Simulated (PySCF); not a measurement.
Level of theory: B3LYP-D3(BJ)/def2-TZVP // PBE0-D4/def2-SVP (PySCF). Gas-phase values, no solvent. B3LYP has the VWN-RPA correlation part, as in Gaussian. 

Reference species (SMILES): `N` (neutral, multiplicity 1).

| Property | Result |
|---|---|
| HOMO | -7.44 eV |
| HOMO–LUMO gap | 8.03 eV |

Changed species: `O` (free base H2O; the reference has free base NH3).

### Question
Give the shifts of the HOMO and HOMO–LUMO gap.

### Answer
the HOMO falls by 1.18 eV, to -8.62 eV; the HOMO–LUMO gap rises by 0.96 eV, to 8.99 eV.
